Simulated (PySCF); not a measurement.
# Spin-rotation constants: `InChI=1S/C3H2ClOP/c4-3-1-6-2-5-3/h1-2H`

Molfile (atoms numbered from 1):
```
C3H2ClOP
     RDKit          3D

  8  8  0  0  0  0  0  0  0  0999 V2000
    2.2846   -1.2372   -0.0622 Cl  0  0  0  0  0  0  0  0  0  0  0  0
    0.8054   -0.3809   -0.0294 C   0  0  0  0  0  0  0  0  0  0  0  0
    0.6137    0.9566   -0.1465 C   0  0  0  0  0  0  0  0  0  0  0  0
   -1.1119    1.3340   -0.0464 P   0  0  0  0  0  0  0  0  0  0  0  0
   -1.3846   -0.3416    0.1411 C   0  0  0  0  0  0  0  0  0  0  0  0
   -0.2904   -1.1207    0.1310 O   0  0  0  0  0  0  0  0  0  0  0  0
    1.4054    1.6678   -0.2797 H   0  0  0  0  0  0  0  0  0  0  0  0
   -2.3131   -0.8687    0.2674 H   0  0  0  0  0  0  0  0  0  0  0  0
  1  2  1  0
  2  3  2  0
  3  4  1  0
  4  5  2  0
  5  6  1  0
  6  2  1  0
  3  7  1  0
  5  8  1  0
M  END
```

Computed, not measured: GIAO B3LYP/pcSseg-1 magnetisability, rotational g tensor and spin-rotation constants, non-relativistic, gas phase (PySCF). Geometry: GFN2-xTB.

Q: Give the nuclear spin-rotation constants along the inertial axes (H = +C I·J) beside the isotropic shieldings.

A: Rotational constants 7.5681, 1.5321, 1.2742 GHz. A star marks the isotopologue with that one atom substituted, in its own axes.
```
atom  isotope  Caa (kHz)  Cbb (kHz)  Ccc (kHz)  mean (kHz)  σ (ppm)
 Cl1     35Cl      0.667      0.635      0.384       0.562    694.3
  P4      31P     18.497      3.488      1.638       7.874    149.6
  H7       1H     -0.724      0.158     -0.150      -0.238     24.9
  H8       1H     -0.336      0.111     -0.138      -0.121     23.1
  C2     13C*      3.620      0.499      0.344       1.488     25.7
  C3     13C*      2.494      0.723      0.189       1.135     53.4
  C5     13C*      4.380      0.645      0.283       1.769     -8.6
  O6     17O*     -3.505     -0.679     -0.181      -1.455    -32.5
```
For the geometry as given, no vibrational averaging.

Q: How do the rotational constants and the g tensor change when H7, H8 are replaced by deuterium?

A: Constants 6.6899, 1.5166, 1.2363 GHz; g -0.0820, -0.0265, 0.0048, against -0.0925, -0.0268, 0.0050 before.
